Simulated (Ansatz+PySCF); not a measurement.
The numbers below are computed, except where a source is named.
## PySCF 2.14.0 run

```python
from pyscf import gto, dft

mol = gto.M(atom="""
N 0.000000 0.000000 -0.456640
O 0.000000 1.061200 0.199780
O 0.000000 -1.061200 0.199780
""", basis='def2-svp', charge=-1, spin=0)
mf = dft.RKS(mol, xc='wb97x')
mf.init_guess = 'minao'
mf.kernel()
while True:  # follow internal instabilities
    mo, _, stable, _ = mf.stability(return_status=True)
    if stable: break
    mf.kernel(mf.make_rdm1(mo, mf.mo_occ))
print(mf.converged, mf.e_tot, mf.spin_square()[0])
```

The script is written out from the run's settings.

The run gave:

- Converged: yes
- Total energy: -204.91446 hartree
- Spin squared of the determinant: 0.000

Caution: no diffuse functions for an anion.
